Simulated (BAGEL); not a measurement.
# C2H3F2N (SMILES F/C=N\CF): B3LYP/6-31G(d) (density fitting with qzvpp-jkfit, spherical functions)

What is the energy change on altering one bond length of C2H3F2N at B3LYP/6-31G* (density fitting with qzvpp-jkfit, spherical functions)? 

The calculation is run with BAGEL 1.2.2.

2 further runs of the same task are left out: 2 set aside as unsound or not needed.

## (1) The structure to begin with

C2H3F2N: 8 atoms, total charge 0, spin state singlet. SMILES: `F/C=N\CF`. The coordinates come from a PBE0-D4/def2-TZVP relaxation. This is one conformer, not always the lowest.

Bond lengths: F1–C2 1.335 Å, C2–N3 1.239 Å, N3–C4 1.409 Å, C4–F5 1.379 Å, C2–H6 1.087 Å, C4–H7 1.095 Å, C4–H8 1.095 Å. Angles: F1–C2–N3 126.7°, C2–N3–C4 128.4°, N3–C4–F5 116.3°, F1–C2–H6 110.8°, N3–C2–H6 122.5°, N3–C4–H7 108.1°, N3–C4–H8 108.1°, F5–C4–H7 107.5°, F5–C4–H8 107.5°, H7–C4–H8 109.2°.

## (2) A single-point energy at B3LYP/6-31G(d) (density fitting with qzvpp-jkfit, spherical functions)

job.json

```json
{ "bagel" : [

{
  "title" : "molecule",
  "basis" : "6-31gs.json",
  "df_basis" : "qzvpp-jkfit",
  "angstrom" : true,
  "geometry" : [
    { "atom" : "F", "xyz" : [      -1.098000,       1.596800,      -0.144400 ] },
    { "atom" : "C", "xyz" : [      -0.739500,       0.729600,       0.805700 ] },
    { "atom" : "N", "xyz" : [       0.001900,      -0.254300,       0.669300 ] },
    { "atom" : "C", "xyz" : [       0.648200,      -0.708100,      -0.497600 ] },
    { "atom" : "F", "xyz" : [       0.433400,       0.032200,      -1.641000 ] },
    { "atom" : "H", "xyz" : [      -1.190600,       0.993000,       1.758900 ] },
    { "atom" : "H", "xyz" : [       0.310400,      -1.729700,      -0.698300 ] },
    { "atom" : "H", "xyz" : [       1.726200,      -0.716500,      -0.308200 ] }
  ]
},

{
  "title" : "ks",
  "xc_func" : "b3lyp",
  "charge" : 0
},

{
  "title" : "print",
  "file" : "orbitals.molden",
  "orbitals" : true
}

]}
```

The basis set 6-31G* is read from a file made from the Basis Set Exchange's data (not shown).

Run with:

```console
$ BAGEL_NUM_THREADS=1 BAGEL job.json > job.out
```

The log of the run:

```text
* using 1 threads per process

  ===============================================================
  ===============================================================

  *** Geometry ***

  { "atom" : "F", "xyz" : [     -2.074919,      3.017515,     -0.272876 ] },
  { "atom" : "C", "xyz" : [     -1.397452,      1.378744,      1.522552 ] },
  { "atom" : "N", "xyz" : [      0.003590,     -0.480557,      1.264794 ] },
  { "atom" : "C", "xyz" : [      1.224920,     -1.338115,     -0.940328 ] },
  { "atom" : "F", "xyz" : [      0.819007,      0.060849,     -3.101041 ] },
  { "atom" : "H", "xyz" : [     -2.249908,      1.876498,      3.323839 ] },
  { "atom" : "H", "xyz" : [      0.586571,     -3.268659,     -1.319596 ] },
  { "atom" : "H", "xyz" : [      3.262045,     -1.353989,     -0.582414 ] },

  Number of auxiliary basis functions:      435

  Since a DF basis is specified, we compute 2- and 3-index integrals:
    o Being stored without compression. Storage requirement is 0.020 GB

  Number of basis functions:       76
  Number of electrons      :       40

    * METHOD: MOLECULE                             0.15

  *** Kohn-Sham DFT ***

    * Removing 14807 points whose weight is below 1.00e-10
    * Grid points: 104441

  === Nuclear Repulsion ===
   177.2722584436

       - DIIS with orbital gradients will be used.

  === KS iteration (b3lyp / 6-31gs.json) ===
      0       -303.25400734          0.14610349           0.26
      1       -279.07977531          0.21014362           0.25
      2       -289.57010100          0.22751230           0.24
      3       -324.43478602          0.12133900           0.25
      4       -328.66750573          0.09162355           0.25
      5       -332.20114095          0.02399728           0.24
      6       -332.30500097          0.01798454           0.25
      7       -332.40393777          0.00467610           0.25
      8       -332.41080097          0.00142297           0.24
      9       -332.41148793          0.00019575           0.25
     10       -332.41149825          0.00010160           0.24
     11       -332.41150176          0.00003164           0.25
     12       -332.41150209          0.00001089           0.25
     13       -332.41150214          0.00000158           0.25
     14       -332.41150214          0.00000074           0.25
     15       -332.41150214          0.00000013           0.25
     16       -332.41150214          0.00000011           0.25
     17       -332.41150214          0.00000002           0.25
     18       -332.41150214          0.00000001           0.25
     19       -332.41150214          0.00000000           0.24
    * SCF iteration converged.

    * Permanent dipole moment:
           (   -0.036141,     0.229375,    -0.464953) a.u.

    * METHOD: KS                                   5.34

    * METHOD: PRINT                                0.01

  ===============================================================
```

Run time: 5.7 s. Hardware: 1 thread of Arm Neoverse V2, shared host; peak memory 0.38 GiB.

## (3) The distorted shape

dft.json

```json
{ "bagel" : [

{
  "title" : "molecule",
  "basis" : "6-31gs.json",
  "df_basis" : "qzvpp-jkfit",
  "angstrom" : true,
  "geometry" : [
    { "atom" : "F", "xyz" : [   -1.320397,    1.891940,   -0.103484 ] },
    { "atom" : "C", "xyz" : [   -0.961897,    1.024740,    0.846616 ] },
    { "atom" : "N", "xyz" : [    0.001900,   -0.254300,    0.669300 ] },
    { "atom" : "C", "xyz" : [    0.648200,   -0.708100,   -0.497600 ] },
    { "atom" : "F", "xyz" : [    0.433400,    0.032200,   -1.641000 ] },
    { "atom" : "H", "xyz" : [   -1.412997,    1.288140,    1.799816 ] },
    { "atom" : "H", "xyz" : [    0.310400,   -1.729700,   -0.698300 ] },
    { "atom" : "H", "xyz" : [    1.726200,   -0.716500,   -0.308200 ] }
  ]
},
{ "title" : "ks", "xc_func" : "b3lyp" },
{ "title" : "print", "file" : "orbitals.molden", "orbitals" : true }

]}
```

The basis set 6-31G* is read from a file made from the Basis Set Exchange's data (not shown).

Run with:

```console
$ BAGEL_NUM_THREADS=1 BAGEL dft.json > dft.out
```

The log of the run:

```text
* using 1 threads per process

  ===============================================================
  ===============================================================

  *** Geometry ***

  { "atom" : "F", "xyz" : [     -2.495189,      3.575248,     -0.195556 ] },
  { "atom" : "C", "xyz" : [     -1.817722,      1.936478,      1.599872 ] },
  { "atom" : "N", "xyz" : [      0.003590,     -0.480557,      1.264794 ] },
  { "atom" : "C", "xyz" : [      1.224920,     -1.338115,     -0.940328 ] },
  { "atom" : "F", "xyz" : [      0.819007,      0.060849,     -3.101041 ] },
  { "atom" : "H", "xyz" : [     -2.670177,      2.434232,      3.401159 ] },
  { "atom" : "H", "xyz" : [      0.586571,     -3.268659,     -1.319596 ] },
  { "atom" : "H", "xyz" : [      3.262045,     -1.353989,     -0.582414 ] },

  Number of auxiliary basis functions:      435

  Since a DF basis is specified, we compute 2- and 3-index integrals:
    o Being stored without compression. Storage requirement is 0.020 GB

  Number of basis functions:       76
  Number of electrons      :       40

    * METHOD: MOLECULE                             0.15

  *** Kohn-Sham DFT ***

    * Removing 14087 points whose weight is below 1.00e-10
    * Grid points: 105161

  === Nuclear Repulsion ===
   165.8114545649

       - DIIS with orbital gradients will be used.

  === KS iteration (b3lyp / 6-31gs.json) ===
      0       -304.68832477          0.13755673           0.26
      1       -288.19299829          0.20386029           0.25
      2       -303.39976276          0.17192547           0.25
      3       -327.43062424          0.09279093           0.25
      4       -326.41395534          0.09919473           0.25
      5       -332.02671015          0.02608085           0.26
      6       -332.26738319          0.01131833           0.25
      7       -332.31041016          0.00349414           0.25
      8       -332.31448991          0.00121229           0.25
      9       -332.31492005          0.00053147           0.25
     10       -332.31502790          0.00013902           0.25
     11       -332.31503307          0.00008805           0.25
     12       -332.31503594          0.00002134           0.24
     13       -332.31503608          0.00000976           0.25
     14       -332.31503611          0.00000623           0.25
     15       -332.31503612          0.00000135           0.25
     16       -332.31503612          0.00000051           0.25
     17       -332.31503612          0.00000044           0.25
     18       -332.31503612          0.00000005           0.25
     19       -332.31503612          0.00000005           0.25
     20       -332.31503612          0.00000001           0.24
     21       -332.31503612          0.00000001           0.24
    * SCF iteration converged.

    * Permanent dipole moment:
           (    0.146050,    -0.032112,    -0.447293) a.u.

    * METHOD: KS                                   5.91

    * METHOD: PRINT                                0.01

  ===============================================================
```

Run time: 6.3 s. Hardware: 1 thread of Arm Neoverse V2, shared host; peak memory 0.38 GiB.

## (4) What came out

At B3LYP/6-31G* (density fitting with qzvpp-jkfit, spherical functions):

```
                                                         quantity          value
                                        first shape: total energy  -332.41150 Eh
                                       first shape: dipole moment         1.32 D
                                         first shape: HOMO energy       -8.08 eV
                                         first shape: LUMO energy        0.00 eV
                                       first shape: HOMO–LUMO gap        8.08 eV
                                    distorted shape: total energy  -332.31504 Eh
                                   distorted shape: dipole moment         1.20 D
                                     distorted shape: HOMO energy       -6.91 eV
                                     distorted shape: LUMO energy       -2.02 eV
                                   distorted shape: HOMO–LUMO gap        4.88 eV
energy change with the C2–N3 bond stretched from 1.239 to 1.611 Å       2.625 eV
```

**Reading.** With the C2–N3 bond stretched from 1.239 to 1.611 Å the energy rises by 2.62 eV (253 kJ/mol). The first shape isn't relaxed at this level, so the change isn't measured from a minimum.
